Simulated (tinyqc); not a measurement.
Worked calculation (part 1 of 2): G0W0 on RHF in the sto-3g basis, for H2O, spin multiplicity 1. Computed by tinyqc, a small Python program that keeps every step (integrals from PySCF). Settings: charge = 0, multiplicity = 1, basis = sto-3g, method = RHF, energy threshold = 1e-10, iteration cap = 59, orthogonalisation = symmetric, start = core, DIIS depth = 6. Command: `OMP_NUM_THREADS=1 python tinyqc.py 29894 29895 out.jsonl` (the two numbers bound the seeds that draw the settings). One thread of a shared host (Intel(R) Xeon(R) Processor @ 2.60GHz), about 0.06 s of CPU time with the checks. The early iterations of the SCF are left out here.

## One-electron integrals

Geometry (angstrom):
```
atom         x          y         z
O     0.000000   0.000000  0.000000
H     0.000000   0.794000  0.699000
H     0.000000  -0.794000  0.699000
```

Basis sto-3g: exponents (1/bohr^2) and contraction coefficients of normalised primitives:
```
element  l (shell)    exponent  coefficient
O            s (1)  130.709320     0.154329
O            s (1)   23.808861     0.535328
O            s (1)    6.443608     0.444635
O            s (2)    5.033151    -0.099967
O            s (2)    1.169596     0.399513
O            s (2)    0.380389     0.700115
O            p (3)    5.033151     0.155916
O            p (3)    1.169596     0.607684
O            p (3)    0.380389     0.391957
H            s (1)    3.425251     0.154329
H            s (1)    0.623914     0.535328
H            s (1)    0.168855     0.444635
```

Overlap, kinetic and nuclear-attraction integrals over the contracted functions; the nuclear repulsion is the sum of Za Zb / Rab.

nuclear repulsion = 8.33708413 hartree

overlap S:
```
           1O 1s     1O 2s    1O 2px     1O 2py    1O 2pz     2H 1s      3H 1s
1O 1s   1.000000  0.236704  0.000000   0.000000  0.000000  0.042466   0.042466
1O 2s   0.236704  1.000000  0.000000   0.000000  0.000000  0.411209   0.411209
1O 2px  0.000000  0.000000  1.000000   0.000000  0.000000  0.000000   0.000000
1O 2py  0.000000  0.000000  0.000000   1.000000  0.000000  0.267736  -0.267736
1O 2pz  0.000000  0.000000  0.000000   0.000000  1.000000  0.235702   0.235702
2H 1s   0.042466  0.411209  0.000000   0.267736  0.235702  1.000000   0.226034
3H 1s   0.042466  0.411209  0.000000  -0.267736  0.235702  0.226034   1.000000
```

kinetic energy T (hartree):
```
            1O 1s      1O 2s    1O 2px     1O 2py    1O 2pz      2H 1s      3H 1s
1O 1s   29.003200  -0.168011  0.000000   0.000000  0.000000  -0.007459  -0.007459
1O 2s   -0.168011   0.808128  0.000000   0.000000  0.000000   0.085566   0.085566
1O 2px   0.000000   0.000000  2.528731   0.000000  0.000000   0.000000   0.000000
1O 2py   0.000000   0.000000  0.000000   2.528731  0.000000   0.159761  -0.159761
1O 2pz   0.000000   0.000000  0.000000   0.000000  2.528731   0.140646   0.140646
2H 1s   -0.007459   0.085566  0.000000   0.159761  0.140646   0.760032   0.003175
3H 1s   -0.007459   0.085566  0.000000  -0.159761  0.140646   0.003175   0.760032
```

nuclear attraction V (hartree):
```
             1O 1s       1O 2s     1O 2px      1O 2py     1O 2pz      2H 1s      3H 1s
1O 1s   -61.618936   -7.419897   0.000000    0.000000  -0.016797  -1.365219  -1.365219
1O 2s    -7.419897  -10.045501   0.000000    0.000000  -0.203515  -3.226845  -3.226845
1O 2px    0.000000    0.000000  -9.906201    0.000000   0.000000   0.000000   0.000000
1O 2py    0.000000    0.000000   0.000000  -10.017753   0.000000  -1.852657   1.852657
1O 2pz   -0.016797   -0.203515   0.000000    0.000000  -9.992656  -1.693692  -1.693692
2H 1s    -1.365219   -3.226845   0.000000   -1.852657  -1.693692  -5.462893  -1.346083
3H 1s    -1.365219   -3.226845   0.000000    1.852657  -1.693692  -1.346083  -5.462893
```

core Hamiltonian H = T + V (hartree):
```
             1O 1s      1O 2s     1O 2px     1O 2py     1O 2pz      2H 1s      3H 1s
1O 1s   -32.615736  -7.587908   0.000000   0.000000  -0.016797  -1.372678  -1.372678
1O 2s    -7.587908  -9.237373   0.000000   0.000000  -0.203515  -3.141280  -3.141280
1O 2px    0.000000   0.000000  -7.377470   0.000000   0.000000   0.000000   0.000000
1O 2py    0.000000   0.000000   0.000000  -7.489022   0.000000  -1.692896   1.692896
1O 2pz   -0.016797  -0.203515   0.000000   0.000000  -7.463925  -1.553047  -1.553047
2H 1s    -1.372678  -3.141280   0.000000  -1.692896  -1.553047  -4.702862  -1.342909
3H 1s    -1.372678  -3.141280   0.000000   1.692896  -1.553047  -1.342909  -4.702862
```

## Two-electron integrals

Functions are numbered as in S; the eight-fold symmetry (ij|kl) = (ji|kl) = (kl|ij) leaves the list below.

Two-electron integrals (ij|kl) in chemists' order, unique and non-zero (hartree):
```
(11|11) 4.785065    (21|11) 0.741380    (21|21) 0.136873    (22|11) 1.118947
(22|21) 0.256633    (22|22) 0.817206    (31|31) 0.024477    (32|31) 0.037809
(32|32) 0.180518    (33|11) 1.115814    (33|21) 0.256684    (33|22) 0.817023
(33|33) 0.880159    (41|41) 0.024477    (42|41) 0.037809    (42|42) 0.180518
(43|43) 0.047444    (44|11) 1.115814    (44|21) 0.256684    (44|22) 0.817023
(44|33) 0.785270    (44|44) 0.880159    (51|51) 0.024477    (52|51) 0.037809
(52|52) 0.180518    (53|53) 0.047444    (54|54) 0.047444    (55|11) 1.115814
(55|21) 0.256684    (55|22) 0.817023    (55|33) 0.785270    (55|44) 0.785270
(55|55) 0.880159    (61|11) 0.134784    (61|21) 0.024684    (61|22) 0.046016
(61|33) 0.045926    (61|41) 0.000854    (61|42) 0.001604    (61|44) 0.046082
(61|51) 0.000752    (61|52) 0.001412    (61|54) 0.000137    (61|55) 0.046047
(61|61) 0.004509    (62|11) 0.338129    (62|21) 0.078568    (62|22) 0.278234
(62|33) 0.273425    (62|41) 0.004435    (62|42) 0.034322    (62|44) 0.281401
(62|51) 0.003904    (62|52) 0.030215    (62|54) 0.007022    (62|55) 0.279607
(62|61) 0.014458    (62|62) 0.118705    (63|31) 0.008096    (63|32) 0.047583
(63|43) 0.007073    (63|53) 0.006227    (63|63) 0.016639    (64|11) 0.186048
(64|21) 0.043777    (64|22) 0.165517    (64|33) 0.158061    (64|41) 0.010256
(64|42) 0.066841    (64|44) 0.176734    (64|51) 0.001901    (64|52) 0.016954
(64|54) 0.010213    (64|55) 0.161570    (64|61) 0.008401    (64|62) 0.085790
(64|64) 0.077921    (65|11) 0.163788    (65|21) 0.038540    (65|22) 0.145714
(65|33) 0.139149    (65|41) 0.001901    (65|42) 0.016954    (65|44) 0.143135
(65|51) 0.009770    (65|52) 0.062508    (65|54) 0.010582    (65|55) 0.154692
(65|61) 0.007396    (65|62) 0.075525    (65|64) 0.053950    (65|65) 0.064134
(66|11) 0.487536    (66|21) 0.115120    (66|22) 0.468425    (66|33) 0.449709
(66|41) 0.008191    (66|42) 0.088148    (66|44) 0.481009    (66|51) 0.007211
(66|52) 0.077602    (66|54) 0.027555    (66|55) 0.473967    (66|61) 0.021357
(66|62) 0.255048    (66|64) 0.210354    (66|65) 0.185186    (66|66) 0.774606
(71|11) 0.134784    (71|21) 0.024684    (71|22) 0.046016    (71|33) 0.045926
(71|41) -0.000854   (71|42) -0.001604   (71|44) 0.046082    (71|51) 0.000752
(71|52) 0.001412    (71|54) -0.000137   (71|55) 0.046047    (71|61) 0.004446
(71|62) 0.014040    (71|64) 0.007472    (71|65) 0.007188    (71|66) 0.020552
(71|71) 0.004509    (72|11) 0.338129    (72|21) 0.078568    (72|22) 0.278234
(72|33) 0.273425    (72|41) -0.004435   (72|42) -0.034322   (72|44) 0.281401
(72|51) 0.003904    (72|52) 0.030215    (72|54) -0.007022   (72|55) 0.279607
(72|61) 0.014040    (72|62) 0.096934    (72|64) 0.048286    (72|65) 0.060050
(72|66) 0.171369    (72|71) 0.014458    (72|72) 0.118705    (73|31) 0.008096
(73|32) 0.047583    (73|43) -0.007073   (73|53) 0.006227    (73|63) 0.013166
(73|73) 0.016639    (74|11) -0.186048   (74|21) -0.043777   (74|22) -0.165517
(74|33) -0.158061   (74|41) 0.010256    (74|42) 0.066841    (74|44) -0.176734
(74|51) -0.001901   (74|52) -0.016954   (74|54) 0.010213    (74|55) -0.161570
(74|61) -0.007472   (74|62) -0.048286   (74|64) -0.011329   (74|65) -0.029267
(74|66) -0.076071   (74|71) -0.008401   (74|72) -0.085790   (74|74) 0.077921
(75|11) 0.163788    (75|21) 0.038540    (75|22) 0.145714    (75|33) 0.139149
(75|41) -0.001901   (75|42) -0.016954   (75|44) 0.143135    (75|51) 0.009770
(75|52) 0.062508    (75|54) -0.010582   (75|55) 0.154692    (75|61) 0.007188
(75|62) 0.060050    (75|64) 0.029267    (75|65) 0.049810    (75|66) 0.116250
(75|71) 0.007396    (75|72) 0.075525    (75|74) -0.053950   (75|75) 0.064134
(76|11) 0.132300    (76|21) 0.031056    (76|22) 0.120233    (76|33) 0.117202
(76|44) 0.119325    (76|51) 0.002359    (76|52) 0.022095    (76|55) 0.124038
(76|61) 0.005667    (76|62) 0.051917    (76|64) 0.032423    (76|65) 0.037129
(76|66) 0.118228    (76|71) 0.005667    (76|72) 0.051917    (76|74) -0.032423
(76|75) 0.037129    (76|76) 0.028451    (77|11) 0.487536    (77|21) 0.115120
(77|22) 0.468425    (77|33) 0.449709    (77|41) -0.008191   (77|42) -0.088148
(77|44) 0.481009    (77|51) 0.007211    (77|52) 0.077602    (77|54) -0.027555
(77|55) 0.473967    (77|61) 0.020552    (77|62) 0.171369    (77|64) 0.076071
(77|65) 0.116250    (77|66) 0.328340    (77|71) 0.021357    (77|72) 0.255048
(77|74) -0.210354   (77|75) 0.185186    (77|76) 0.118228    (77|77) 0.774606
```

## Orthogonalisation

S = U s U^T; symmetric (Loewdin) form X = U s^(-1/2) U^T, so that X^T S X = 1.

eigenvalues of S: 0.407733  0.491840  0.880404  1.000000  1.105597  1.282126  1.832300

X:
```
            1O 1s      1O 2s    1O 2px     1O 2py     1O 2pz      2H 1s      3H 1s
1O 1s    1.023777  -0.138406  0.000000   0.000000  -0.008773   0.019674   0.019674
1O 2s   -0.138406   1.177841  0.000000   0.000000   0.087403  -0.238868  -0.238868
1O 2px   0.000000   0.000000  1.000000   0.000000   0.000000   0.000000   0.000000
1O 2py   0.000000   0.000000  0.000000   1.076907   0.000000  -0.183874   0.183874
1O 2pz  -0.008773   0.087403  0.000000   0.000000   1.048997  -0.134392  -0.134392
2H 1s    0.019674  -0.238868  0.000000  -0.183874  -0.134392   1.151581  -0.080560
3H 1s    0.019674  -0.238868  0.000000   0.183874  -0.134392  -0.080560   1.151581
```

## Iteration 8 (converged): orbitals

converged F (hartree):
```
             1O 1s      1O 2s     1O 2px     1O 2py     1O 2pz      2H 1s      3H 1s
1O 1s   -20.255792  -5.164616   0.000000   0.000000  -0.026721  -0.943071  -0.943071
1O 2s    -5.164616  -2.424102   0.000000   0.000000  -0.093541  -0.864672  -0.864672
1O 2px    0.000000   0.000000  -0.392203   0.000000   0.000000   0.000000   0.000000
1O 2py    0.000000   0.000000   0.000000  -0.254127   0.000000  -0.355650   0.355650
1O 2pz   -0.026721  -0.093541   0.000000   0.000000  -0.298874  -0.358796  -0.358796
2H 1s    -0.943071  -0.864672   0.000000  -0.355650  -0.358796  -0.464835  -0.316069
3H 1s    -0.943071  -0.864672   0.000000   0.355650  -0.358796  -0.316069  -0.464835
```

Diagonalise F' = X^T F X, C = X C', fill 5 alpha and 5 beta electrons from the bottom; D = 2 C_occ C_occ^T. Each column has its largest component positive (the first on a tie).

F' = X^T F X (hartree):
```
            1          2          3          4          5          6          7
1  -19.879973  -2.687657   0.000000   0.000000  -0.056286  -0.119361  -0.119361
2   -2.687657  -1.298794   0.000000   0.000000   0.110814  -0.431155  -0.431155
3    0.000000   0.000000  -0.392203   0.000000   0.000000   0.000000   0.000000
4    0.000000   0.000000   0.000000  -0.023082   0.000000  -0.411936   0.411936
5   -0.056286   0.110814   0.000000   0.000000  -0.147398  -0.325784  -0.325784
6   -0.119361  -0.431155   0.000000  -0.411936  -0.325784  -0.011157  -0.090422
7   -0.119361  -0.431155   0.000000   0.411936  -0.325784  -0.090422  -0.011157
```

orbital energies (hartree): MO1 -20.264192, MO2 -1.230534, MO3 -0.556717, MO4 -0.457089, MO5 -0.392203, MO6 0.524069, MO7 0.612900

coefficients C:
```
              MO1        MO2        MO3        MO4       MO5        MO6        MO7
1O 1s    0.994369  -0.236801   0.000000   0.100336  0.000000  -0.114956   0.000000
1O 2s    0.024630   0.869640   0.000000  -0.514370  0.000000   0.711874   0.000000
1O 2px   0.000000   0.000000   0.000000   0.000000  1.000000   0.000000   0.000000
1O 2py   0.000000   0.000000   0.618462   0.000000  0.000000   0.000000   0.919158
1O 2pz   0.003613   0.102427   0.000000   0.734559  0.000000   0.770813   0.000000
2H 1s   -0.004897   0.148406   0.452911   0.321940  0.000000  -0.723433  -0.766659
3H 1s   -0.004897   0.148406  -0.452911   0.321940  0.000000  -0.723433   0.766659
```

D after iteration 8:
```
            1O 1s      1O 2s    1O 2px     1O 2py     1O 2pz      2H 1s      3H 1s
1O 1s    2.109822  -0.466099  0.000000   0.000000   0.106081  -0.015420  -0.015420
1O 2s   -0.466099   2.042913  0.000000   0.000000  -0.577343  -0.073313  -0.073313
1O 2px   0.000000   0.000000  2.000000   0.000000   0.000000   0.000000   0.000000
1O 2py   0.000000   0.000000  0.000000   0.764989   0.000000   0.560216  -0.560216
1O 2pz   0.106081  -0.577343  0.000000   0.000000   1.100162   0.503334   0.503334
2H 1s   -0.015420  -0.073313  0.000000   0.560216   0.503334   0.661645  -0.158870
3H 1s   -0.015420  -0.073313  0.000000  -0.560216   0.503334  -0.158870   0.661645
```

## Convergence

Stop when the energy changes by less than 1e-10 hartree and every element of the error matrix X^T (F D S - S D F) X is below 3e-06.

Course of the cycle:
```
iteration   E (hartree)     change  largest element of the error matrix
1          -73.26207127          -                             5.75e-01
2          -74.86834285  -1.61e+00                             2.27e-01
3          -74.95428381  -8.59e-02                             4.41e-02
4          -74.95663342  -2.35e-03                             7.33e-03
5          -74.95674585  -1.12e-04                             2.11e-03
6          -74.95676038  -1.45e-05                             2.28e-04
7          -74.95676049  -1.07e-07                             4.96e-07
8          -74.95676049  -5.26e-13                             1.72e-08
```

PySCF RHF in the same basis = -74.95676049 hartree

Converged in 8 iterations.

## Integrals over molecular orbitals

(pq|rs) = sum C_ip C_jq C_kr C_ls (ij|kl), one index at a time.

one-electron integrals over orbitals h = C^T H C (hartree):
```
            1          2          3          4          5          6          7
1  -32.598901   0.563287   0.000000  -0.226728   0.000000   0.262717   0.000000
2    0.563287  -7.592901   0.000000   0.512857   0.000000  -1.267749   0.000000
3    0.000000   0.000000  -6.139733   0.000000   0.000000   0.000000  -1.728023
4   -0.226728   0.512857   0.000000  -6.684104   0.000000  -1.264616   0.000000
5    0.000000   0.000000   0.000000   0.000000  -7.377470   0.000000   0.000000
6    0.262717  -1.267749   0.000000  -1.264616   0.000000  -5.375096   0.000000
7    0.000000   0.000000  -1.728023   0.000000   0.000000   0.000000  -5.505042
```

Two-electron integrals over orbitals (pq|rs), unique and non-zero (hartree):
```
(11|11) 4.746192    (21|11) -0.423979   (21|21) 0.059987    (22|11) 1.013178
(22|21) -0.014345   (22|22) 0.724857    (31|31) 0.011036    (32|31) 0.017386
(32|32) 0.134807    (33|11) 0.780811    (33|21) -0.004675   (33|22) 0.628496
(33|33) 0.609446    (41|11) 0.178265    (41|21) -0.022932   (41|22) 0.014020
(41|33) 0.006077    (41|41) 0.025405    (42|11) -0.147954   (42|21) 0.008730
(42|22) -0.014980   (42|33) 0.004240    (42|41) 0.017570    (42|42) 0.128137
(43|31) -0.003190   (43|32) 0.024103    (43|43) 0.053646    (44|11) 0.946124
(44|21) -0.011916   (44|22) 0.661405    (44|33) 0.577099    (44|41) -0.009138
(44|42) -0.096486   (44|44) 0.719090    (51|51) 0.025985    (52|51) 0.032903
(52|52) 0.147937    (53|53) 0.027497    (54|51) -0.012918   (54|52) -0.046854
(54|54) 0.051301    (55|11) 1.115352    (55|21) -0.011961   (55|22) 0.751111
(55|33) 0.613872    (55|41) 0.005014    (55|42) -0.079824   (55|44) 0.698579
(55|55) 0.880159    (61|11) -0.205938   (61|21) 0.031380    (61|22) -0.000851
(61|33) 0.000784    (61|41) 0.001843    (61|42) 0.021097    (61|44) -0.017203
(61|55) -0.005499   (61|61) 0.027957    (62|11) 0.279419    (62|21) -0.005982
(62|22) 0.136711    (62|33) 0.072550    (62|41) 0.018680    (62|42) 0.027332
(62|44) 0.066794    (62|55) 0.146628    (62|61) 0.010091    (62|62) 0.098342
(63|31) 0.003102    (63|32) -0.033362   (63|43) -0.033394   (63|63) 0.069011
(64|11) 0.259118    (64|21) -0.003370   (64|22) 0.116221    (64|33) 0.048937
(64|41) 0.000500    (64|42) -0.051068   (64|44) 0.131392    (64|55) 0.141955
(64|61) -0.002390   (64|62) 0.058648    (64|64) 0.092493    (65|51) 0.013622
(65|52) 0.052795    (65|54) 0.003455    (65|65) 0.035787    (66|11) 0.803379
(66|21) -0.007454   (66|22) 0.607568    (66|33) 0.560764    (66|41) 0.018905
(66|42) 0.049141    (66|44) 0.551279    (66|55) 0.588388    (66|61) 0.009308
(66|62) 0.097824    (66|64) 0.051867    (66|66) 0.594155    (71|31) 0.014575
(71|32) 0.021772    (71|43) -0.004308   (71|63) 0.003557    (71|71) 0.019284
(72|31) 0.014457    (72|32) 0.048672    (72|43) -0.034012   (72|63) 0.032513
(72|71) 0.018225    (72|72) 0.065237    (73|11) 0.365792    (73|21) -0.007155
(73|22) 0.152040    (73|33) 0.089295    (73|41) -0.000466   (73|42) -0.081868
(73|44) 0.143051    (73|55) 0.197197    (73|61) -0.006301   (73|62) 0.070291
(73|64) 0.097650    (73|66) 0.043398    (73|73) 0.159656    (74|31) -0.009023
(74|32) -0.076406   (74|43) -0.009554   (74|63) 0.050281    (74|71) -0.011857
(74|72) -0.016007   (74|74) 0.072750    (75|53) 0.023740    (75|75) 0.024230
(76|31) 0.007872    (76|32) 0.087627    (76|43) 0.057529    (76|63) -0.060846
(76|71) 0.010054    (76|72) -0.008347   (76|74) -0.060732   (76|76) 0.110492
(77|11) 0.835532    (77|21) -0.008661   (77|22) 0.610177    (77|33) 0.591678
(77|41) 0.004095    (77|42) -0.014332   (77|44) 0.583381    (77|55) 0.608782
(77|61) -0.003629   (77|62) 0.062327    (77|64) 0.045931    (77|66) 0.558168
(77|73) 0.087698    (77|77) 0.599877
```
